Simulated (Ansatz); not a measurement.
Reaction (SMILES): C#C (C2H2) → [C-]#C + H+
B3LYP-D3(BJ)/def2-TZVP geometries, fixed; electronic energies without zero-point terms.
Largest species:
```xyz
4

C      0.0000     0.0000    -0.5984
C      0.0000     0.0000     0.5984
H      0.0000     0.0000     1.6611
H      0.0000     0.0000    -1.6611
```

The deprotonation energy at CCSD(T) with Ansatz (a quantum-chemistry and plane-wave program), in kcal/mol, split into its Hartree-Fock and correlation parts. Cores are frozen. No added dispersion term, no relativity. Functions are those of the species that has most. These sets lack the diffuse functions that anions need.

```json
[
 {"basis": "cc-pVDZ", "X": "2", "functions": "38", "Hartree-Fock": "395.29", "CCSD(T)": "396.43"},
 {"basis": "cc-pVTZ", "X": "3", "functions": "88", "Hartree-Fock": "391.96", "CCSD(T)": "391.06"},
 {"basis": "cc-pVQZ", "X": "4", "functions": "170", "Hartree-Fock": "389.42", "CCSD(T)": "387.41"}
]
```

Worked estimate of the basis-set limit from each neighbouring pair, with Hartree-Fock from the larger set and the correlation part extrapolated as X^-3.
Correlation parts: X = 2: 1.14, X = 3: -0.90, X = 4: -2.01.
- (2,3): (27·(-0.90) - 8·(1.14))/19 = -1.76; with Hartree-Fock 391.96 the estimate is 390.20 kcal/mol.
- (3,4): (64·(-2.01) - 27·(-0.90))/37 = -2.82; with Hartree-Fock 389.42 the estimate is 386.60 kcal/mol.
The last two estimates differ by 3.60 kcal/mol; the largest set lies 0.81 from the last. Over the last step Hartree-Fock moves by -2.54 and the correlation part by -1.11.
